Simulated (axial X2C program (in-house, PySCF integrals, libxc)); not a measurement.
AlCl⁻ along the bond: PBE0, two-component

Calculated with an in-house all-electron X2C program for linear molecules (integrals from PySCF). Two-component (2c) means X2C with spin–orbit coupling and atomic mean-field two-electron Coulomb and Gaunt terms. Basis: Cl dyall-av3z [9s8p3d2f], Al dyall-av3z [9s9p3d2f] (cores contracted in-house); Gaussian nuclei, density fitting, unrestricted open shells. Masses: Cl 34.969 u, Al 26.982 u.

State: Ω = 1/2 (⟨Sz⟩ = -0.50, ⟨Lz⟩ = 1.00 at PBE0). Dipoles are positive if Al is the positive end and refer to the centre of mass.

Results along the bond:

| R (Å) | μ (D) | HOMO (eV) | LUMO (eV) |
| --- | --- | --- | --- |
| 1.989 | -5.478 | 1.13 | 1.95 |
| 2.080 | -5.009 | 1.12 | 2.01 |
| 2.149 | -4.625 | 1.11 | 2.04 |
| 2.217 | -4.221 | 1.09 | 2.06 |
| 2.286 | -3.805 | 1.05 | 2.07 |
| 2.366 | -3.311 | 1.01 | 2.08 |
| 2.446 | -2.814 | 0.96 | 2.07 |
| 2.549 | -2.178 | 0.88 | 2.05 |
| 2.675 | -1.418 | 0.77 | 2.00 |
| 2.857 | -0.355 | 0.60 | 1.91 |

One determinant describes the state; a PBE0 search over occupations chose it and may have missed a lower one. Density functionals use the spin component along the axis (collinear). The highest occupied level is positive at some bond lengths even in Hartree–Fock (under at least one Hamiltonian), so the basis set holds the extra electron there; where that holds at Re the anion is at best weakly bound and its constants depend on the basis. The functionals have no current-density term, which raises determinants with orbital currents, atoms included. The LUMO of an anion is an unbound level whose energy the basis sets.
